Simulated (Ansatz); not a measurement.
Litharge PbO, treated with LDA (Ansatz, a first-principles code, PAW).

Numerical settings: plane-wave cutoff 520 eV, 10×10×8 k mesh (along the axes of the cell as run), scalar-relativistic PAW data made under PBE.

Computed at the level's own relaxed cell.

Task: Predict the elastic constant C13, elastic constant C11, elastic constant C12, Voigt–Reuss–Hill shear modulus (Hill average), elastic constant C33, elastic constant C44 and elastic constant C66.

Result: 
- elastic constant C13: 19.2 GPa
- elastic constant C11: 80.2 GPa
- elastic constant C12: 75.4 GPa
- Voigt–Reuss–Hill shear modulus (Hill average): 16.8 GPa
- elastic constant C33: 25.0 GPa
- elastic constant C44: 20.0 GPa
- elastic constant C66: 63.3 GPa

Elastic constants are with the ions relaxed.

Spin–orbit coupling is not included; it can shift volumes and moduli of such heavy elements.

Computed values are for the static lattice.

Computing time: around 30 core-minutes (rough).
